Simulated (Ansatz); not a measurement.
## How close CCSD(T) comes to the exact answer in a basis

Each species is computed at the geometry given (Å), with frozen cores, in Ansatz 0.2.0: RHF-CCSD(T) for singlets, UHF-CCSD(T) otherwise, and full CI in the same basis. The program picks the determinant by trial CCSD, so it needn't be the lowest Hartree–Fock solution. States: ZrH2 A1, H2Al–C A2, PH2⁺ A1. Cases whose determinant has another symmetry than full CI's state, or whose (Q) step broke down, weren't drawn. No spin–orbit coupling is included; scalar relativity enters only through core potentials past Kr.

**Question.** Judging by size, spin and bonding and the diagnostics given, rank them by the size of CCSD(T)'s error in total energy against full CI in the same basis, smallest first (an estimate).
A. PH₂⁺, singlet, cc-pVDZ: P 0.000 -0.044 0.000; H 0.000 0.669 -1.239; H 0.000 0.669 1.239. T1 0.013, (T) -71 meV in a correlation energy of -3.51 eV
B. H2Al–C, quartet, 6-31G: Al 0.000 0.000 0.921; C 0.000 0.000 -2.440; H 0.000 2.443 2.205; H 0.000 -2.443 2.205. T1 0.078, (T) -58 meV in a correlation energy of -2.63 eV
C. ZrH2, singlet, def2-SVP: Zr -0.034 0.000 0.000; H 1.561 0.000 -1.084; H 1.561 0.000 1.084. T1 0.040, (T) -130 meV in a correlation energy of -3.42 eV

**Answer.** A (24.0 meV), C (46.7 meV), B (75.7 meV).

```json
{"species": "PH2⁺, singlet", "basis": "cc-pVDZ", "correlated electrons": "6", "CCSD(T) − full CI (meV)": "24.0", "CCSDT(Q) − full CI (meV)": "1.0", "unpaired electrons (full CI)": "0.10", "T1": "0.013", "⟨S²⟩ of the determinant": "0.00"}
{"species": "ZrH2, singlet", "basis": "def2-SVP", "correlated electrons": "6", "CCSD(T) − full CI (meV)": "46.7", "CCSDT(Q) − full CI (meV)": "-0.1", "unpaired electrons (full CI)": "0.45", "T1": "0.040", "⟨S²⟩ of the determinant": "0.00"}
{"species": "H2Al–C, quartet", "basis": "6-31G", "correlated electrons": "9", "CCSD(T) − full CI (meV)": "75.7", "CCSDT(Q) − full CI (meV)": "4.4", "unpaired electrons (full CI)": "3.59", "T1": "0.078", "⟨S²⟩ of the determinant": "4.34"}
```

Unpaired electrons are Σ n²(2−n)² over natural occupations; an open shell counts its own unpaired electrons too. Frozen cores follow each run's orbitals, which moves totals by a few meV.
